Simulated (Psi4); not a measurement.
# CCl2 (SMILES Cl[C]Cl): levels of theory compared

We compute a comparison of 3 runs (wB97X/pcseg-1, B1LYP-D3(0)/jun-cc-pVTZ, CCSD(T)/def2-SVPD) of CCl2. 

The results are computed with Psi4 1.11.

1 further run of the same task is left out (set aside as unsound or not needed).

### 1 The molecule

The species is CCl2 (3 atoms), meant as a singlet with charge 0. As SMILES, `Cl[C]Cl`. The coordinates come from a PBE0-D4/def2-TZVP relaxation.

Bond lengths: Cl1–C2 1.708 Å, C2–Cl3 1.708 Å. Angles: Cl1–C2–Cl3 109.5°.

### 2 Energy and forces at wB97X/pcseg-1 (run 1)

run.py reads:

```python
import psi4

psi4.set_memory('1600 MB')
psi4.set_num_threads(1)
psi4.core.set_output_file('run.log', False)

mol = psi4.geometry("""
Cl
C 1 1.707941
Cl 2 1.707972 1 109.48262
units angstrom
symmetry c1
no_reorient
no_com
""")

options = {'basis': 'pcseg-1', 'reference': 'rks', 'puream': True, 'e_convergence': 1e-09, 'd_convergence': 1e-08, 'scf_type': 'pk', 'dft_radial_points': 99, 'dft_spherical_points': 590}
psi4.set_options(options)

energy_value, wavefunction = psi4.gradient("wb97x", return_wfn=True)
print('gradient / Eh bohr^-1')
print(energy_value.np.round(6))
print(f'energy = {wavefunction.energy():.10f} Eh')
for k, v in sorted(psi4.core.scalar_variables().items()):
    print(f'{k:45s} {v:18.10f}')
```

On the command line:

```bash
$ python run.py
```

run.log:

```text
[...]
  Running in c1 symmetry.
[...]
  Nuclear repulsion =  118.034058019564640
[...]
  Multiplicity = 1
[...]
  Nalpha       = 20
  Nbeta        = 20
[...]
    Number of basis functions: 50
[...]
   @RKS iter   1:  -958.30568866391354   -1.70441e-01   3.24566e-03 ADIIS/DIIS
[...]
   @RKS iter  11:  -958.32433349303824   -2.43290e-11   9.28910e-09 DIIS
[...]
    Orbital Energies [Eh]
    ---------------------
    Doubly Occupied:
       1A   -101.524342     2A   -101.524330     3A    -10.420424
       4A     -9.587070     5A     -9.587057     6A     -7.353501
       7A     -7.353494     8A     -7.346595     9A     -7.346588
      10A     -7.342742    11A     -7.342736    12A     -1.086057
      13A     -0.995050    14A     -0.735023    15A     -0.587791
      16A     -0.540591    17A     -0.537688    18A     -0.464111
      19A     -0.444022    20A     -0.368961
[...]
  @RKS Final Energy:  -958.32433349303824
   => Energetics <=
    Nuclear Repulsion Energy =            118.0340580195646396
    One-Electron Energy =               -1555.7930855225354208
    Two-Electron Energy =                 526.3617660832846923
    DFT Exchange-Correlation Energy =     -46.9270720733521216
    Empirical Dispersion Energy =           0.0000000000000000
    VV10 Nonlocal Energy =                  0.0000000000000000
    Total Energy =                       -958.3243334930382389
[...]
  -Total Gradient:
     Atom            X                  Y                   Z
    ------   -----------------  -----------------  -----------------
       1        0.000695753241    -0.005827051154    -0.000000000000
       2        0.004566840501     0.003239331325    -0.000000000000
       3       -0.005251186830     0.002595753392     0.000000000000
[...]
```

Standard output:

```text
gradient / Eh bohr^-1
[[ 0.000696 -0.005827 -0.      ]
 [ 0.004567  0.003239 -0.      ]
 [-0.005251  0.002596  0.      ]]
energy = -958.3243334930 Eh
CURRENT ENERGY                                   -958.3243334930
CURRENT REFERENCE ENERGY                         -958.3243334930
DD SOLVATION ENERGY                                 0.0000000000
DFT FUNCTIONAL TOTAL ENERGY                      -958.3243334930
DFT TOTAL ENERGY                                 -958.3243334930
DFT VV10 ENERGY                                     0.0000000000
DFT XC ENERGY                                     -46.9270720734
GRID ELECTRONS ALPHA                               20.0000001445
GRID ELECTRONS BETA                                20.0000001445
GRID ELECTRONS TOTAL                               40.0000002890
NUCLEAR REPULSION ENERGY                          118.0340580196
ONE-ELECTRON ENERGY                             -1555.7930855225
PCM POLARIZATION ENERGY                             0.0000000000
PE ENERGY                                           0.0000000000
SCF ITERATION ENERGY                             -958.3243334930
SCF ITERATIONS                                     11.0000000000
SCF TOTAL ENERGY                                 -958.3243334930
TWO-ELECTRON ENERGY                               526.3617660833
XC GRID RADIAL POINTS                              99.0000000000
XC GRID SPHERICAL POINTS                          590.0000000000
XC GRID TOTAL POINTS                           160687.0000000000
```

It took 9 s on 1 thread of Intel Xeon Platinum 8259CL at 2.50GHz (Skylake/Cascade Lake), shared host; peak memory 0.43 GiB.

### 3 Energy and forces at B1LYP-D3(0)/jun-cc-pVTZ (sfX2C) (run 2)

input.json reads:

```json
{
  "schema_name": "qcschema_input",
  "schema_version": 1,
  "molecule": {
    "schema_name": "qcschema_molecule",
    "schema_version": 2,
    "symbols": ["Cl", "C", "Cl"],
    "geometry": [2.3370243, -0.62228681, 1.21755054, -0.43766057, -1.10567876, -0.35867002, -1.89936373, 1.72815454, -0.85888052],
    "molecular_charge": 0,
    "molecular_multiplicity": 1,
    "fix_com": true,
    "fix_orientation": true
  },
  "driver": "gradient",
  "model": {
    "method": "b1lyp-d3zero",
    "basis": "jun-cc-pVTZ"
  },
  "keywords": {
    "scf_type": "pk",
    "df_scf_guess": false,
    "relativistic": "x2c"
  }
}
```

On the command line:

```bash
$ psi4 --qcschema input.json -n 1 --memory 1600MB
```

stdout:

```text
[...]
  Running in c1 symmetry.
[...]
  Nuclear repulsion =  118.034069041060604
[...]
  Multiplicity = 1
[...]
  Nalpha       = 20
  Nbeta        = 20
[...]
    Number of basis functions: 125
[...]
    WARNING: The X2C and Dirac Hamiltonians have substatially different eigenvalues!
             This is probably caused by the recontraction of the basis set.
[...]
   @RKS iter   1:  -960.86856608266930   -9.59316e-02   2.80208e-03 DIIS/ADIIS
[...]
   @RKS iter  11:  -960.92743474924271   -2.31921e-11   5.75780e-09 DIIS
[...]
  @RKS Final Energy:  -960.92743474924271
   => Energetics <=
    Nuclear Repulsion Energy =            118.0181343371719578
    One-Electron Energy =               -1558.6043475235687765
    Two-Electron Energy =                 526.4272555456602731
    DFT Exchange-Correlation Energy =     -46.7680930630422722
    Empirical Dispersion Energy =          -0.0003840454638361
    VV10 Nonlocal Energy =                  0.0000000000000000
    Total Energy =                       -960.9274347492427069
[...]
 Multipole Moments:
 ------------------------------------------------------------------------------------
     Multipole            Electronic (a.u.)      Nuclear  (a.u.)        Total (a.u.)
 ------------------------------------------------------------------------------------
 L = 1.  Multiply by 2.5417464519 to convert [e a0] to [Debye]
 Dipole X            :         -4.6590504            4.8143600            0.1553096
 Dipole Y            :        -11.7792512           12.1654971            0.3862458
 Dipole Z            :         -3.8187800            3.9454023            0.1266223
 Magnitude           :                                                    0.4351323
[...]
```

The result, in JSON:

```text
{
 "driver": "gradient",
 "model": {
  "method": "b1lyp-d3zero",
  "basis": "jun-cc-pVTZ"
 },
 "success": true,
 "return_result": [-0.008396309548051812, 0.00037318671251458375, -0.0045734546371165585, 0.0027858953640075563, 0.0070187344839897255, 0.0022809724639694575, 0.005610414184044266, -0.0073919211965043, 0.0022924821731471036],
 "properties": {
  "calcinfo_nbasis": 125,
  "calcinfo_nmo": 125,
  "calcinfo_nalpha": 20,
  "calcinfo_nbeta": 20,
  "calcinfo_natom": 3,
  "nuclear_repulsion_energy": 118.0340690410606,
  "return_energy": -960.9274253506034,
  "return_gradient": [-0.008396309548051812, 0.00037318671251458375, -0.0045734546371165585, 0.0027858953640075563, 0.0070187344839897255, 0.0022809724639694575, 0.005610414184044266, -0.0073919211965043, 0.0022924821731471036]
 }
}
```

Run time: 2.2 min. Hardware: 1 thread of Intel Xeon Platinum 8259CL at 2.50GHz (Skylake/Cascade Lake), shared host; peak memory 1 GiB.

### 4 A single-point energy at CCSD(T)/def2-SVPD (run 3)

ccl2_ase.py reads:

```python
import numpy as np
from ase.calculators.psi4 import Psi4
from ase import Atoms

atoms = Atoms(['Cl', 'C', 'Cl'], positions=[
    [1.236700, -0.329300, 0.644300],
    [-0.231600, -0.585100, -0.189800],
    [-1.005100, 0.914500, -0.454500],
])
calc = Psi4(atoms=atoms, method='ccsd(t)', basis='def2-SVPD', memory='1600MB', num_threads=1, charge=0, multiplicity=1, label='ccl2')
calc.psi4.set_options({'puream': True, 'e_convergence': 1e-09, 'd_convergence': 1e-08, 'scf_type': 'pk', 'num_frozen_docc': 11})
atoms.calc = calc

print(f'energy: {atoms.get_potential_energy():.6f} eV')
```

On the command line:

```bash
$ python ccl2_ase.py
```

ccl2.dat:

```text
[...]
  Running in c1 symmetry.
[...]
  Nuclear repulsion =  118.034069031944654
[...]
  Multiplicity = 1
[...]
  Nalpha       = 20
  Nbeta        = 20
[...]
    Number of basis functions: 74
[...]
   @RHF iter   1:  -956.40449052365500   -2.37231e-01   2.97540e-03 ADIIS/DIIS
[...]
   @RHF iter  11:  -956.43875907261668   -1.47793e-12   5.16685e-09 DIIS
[...]
  @RHF Final Energy:  -956.43875907261668
   => Energetics <=
    Nuclear Repulsion Energy =            118.0340690319446537
    One-Electron Energy =               -1554.4412605155707752
    Two-Electron Energy =                 479.9684324110094167
    Total Energy =                       -956.4387590726166763
[...]
 Multipole Moments:
 ------------------------------------------------------------------------------------
     Multipole            Electronic (a.u.)      Nuclear  (a.u.)        Total (a.u.)
 ------------------------------------------------------------------------------------
 L = 1.  Multiply by 2.5417464519 to convert [e a0] to [Debye]
 Dipole X            :          0.2355809           -0.0931502            0.1424306
 Dipole Y            :          0.5950014           -0.2353424            0.3596590
 Dipole Z            :          0.1930421           -0.0763381            0.1167040
 Magnitude           :                                                    0.4040556
[...]
      * MP2 total energy                      = -956.847381764530041
[...]
      * CCSD total energy                     = -956.880451569995671
[...]
      * CCSD(T) total energy                  = -956.898373668180056
```

On the terminal:

```text
energy: -26038.531032 eV
```

Wall time 13 s (1 thread of Intel Xeon Platinum 8259CL at 2.50GHz (Skylake/Cascade Lake), shared host); peak memory 0.39 GiB.

### 5 Overview of the runs

| run | level | integration grid | symmetry | energy (Eh) | dipole moment (D) | HOMO energy (eV) | LUMO energy (eV) | wall time |
| --- | --- | --- | --- | --- | --- | --- | --- | --- |
| 1 | wB97X/pcseg-1 | 99 radial × 590 angular | c1 | -958.324333 | 1.26 | -10.04 | -1.15 | 9 s |
| 2 | B1LYP-D3(0)/jun-cc-pVTZ (sfX2C) | 75 radial × 302 angular | auto | -960.927425 | 1.11 | – | – | 2.2 min |
| 3 | CCSD(T)/def2-SVPD | – | c1 | -956.898374 | – | -10.97 | 0.71 | 13 s |

### 6 Summary of results

| quantity | value |
| --- | --- |
| run 3: total energy | -956.89837 Eh |
| run 3: HOMO energy (Hartree–Fock orbitals) | -10.97 eV |
| run 3: LUMO energy (Hartree–Fock orbitals) | 0.71 eV |
| run 3: HOMO–LUMO gap (Hartree–Fock orbitals) | 11.68 eV |
| run 3: correlation energy (11 core orbitals frozen) | -459.6 mEh |
| run 3: (T) correction | -17.92 mEh |
| run 3: T1 diagnostic | 0.021 |

What this shows: Totals of different functionals can't be ranked against each other. Some runs of one species differ in core potentials or relativity; totals across that change don't compare. All runs together took 2.5 min, the longest 2.2 min.
